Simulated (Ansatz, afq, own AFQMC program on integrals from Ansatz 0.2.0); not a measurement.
AFQMC on a folder of integrals that Ansatz 0.2.0 wrote.

```yaml
crystal:
  periodic: [false, false, false]
  atoms:
    - {symbol: B, position_ang: [0.000000, 0.092984, 0.961101]}
    - {symbol: N, position_ang: [0.000000, -0.127145, -0.658004]}
    - {symbol: H, position_ang: [0.000000, 0.769517, -1.164746]}
basis:
  gaussian: {orbitals: cc-pVDZ}
magnetization: {spin_polarized: true, initial_magnetization: 3}
correlation: {method: ccsd_t, electrons: outside_noble_gas, hamiltonian_folder: ham}
```

```sh
$ ansatz run in.yaml --threads 1 --pin off --events-out ev --progress --plain --max-ram 1382MiB
```

afq runs on the folder ham with

```
--method free --trial cisd --walkers 60 --time-step 0.03 --max-blocks 80 --target-error 0.00036 --factor-cut 1e-05 --seed 7108 --times 0,0.3,0.6,1.2,1.8,2.4,3.6,4.8,6 --taylor-order 8
```

Times are imaginary, in 1/Eh. The walk had a cap of 671 s.

Log:

```
orbitals 31  electrons 6 3  factors 231 of 313
reference energy -79.52720126 Eh
CCSD correlation -0.19373128 Eh in 14 cycles, weight of the determinant in the CISD state 0.9044
repeat  energy at the last time / Eh  error
    10  -79.729276  0.003458
    20  -79.728174  0.001727
    30  -79.727629  0.001374
    40  -79.727717  0.000990
    50  -79.727814  0.000995
    60  -79.728206  0.000893
    70  -79.728408  0.000816
    80  -79.728502  0.000782
time / (1/Eh)  energy / Eh  error  mean overlap
  0.00  -79.720867  0.000122  1.1055
  0.30  -79.725040  0.000183  1.1048
  0.60  -79.726310  0.000187  1.1169
  1.20  -79.727732  0.000259  1.1157
  1.80  -79.728070  0.000273  1.1333
  2.40  -79.727848  0.000329  1.1406
  3.60  -79.727926  0.000383  1.1496
  4.80  -79.728406  0.000607  1.1740
  6.00  -79.728502  0.000782  1.1479
energy -79.728502 +/- 0.000782 Eh
```

The run passed its tests (error under three times the target), which doesn't prove that it has relaxed.

Against this walk (error 21.3 meV) on the same determinant: CCSD(T) 48.0 meV higher, CCSDT(Q) 2.5 meV higher (within the noise). The error is statistical, and a free projection of finite length keeps a remainder of its start.

Cautions: remainder of the start not in the error; error above the target (21.3 against 9.8 meV); lower spins were not checked.

The walk took 3.2 min on 1 thread of Arm Neoverse V1, with other jobs on the host. The log's last line is the free-projection energy.

CCSDT and higher add their correlation energy to the determinant of the CCSD(T) run, since their own runs factorise the integrals more tightly (a shift of under 2 meV). A walk keeps the symmetry of its determinant, which the program's search chose and which needn't be the lowest solution, so a lower state of the same spin and another symmetry isn't excluded.
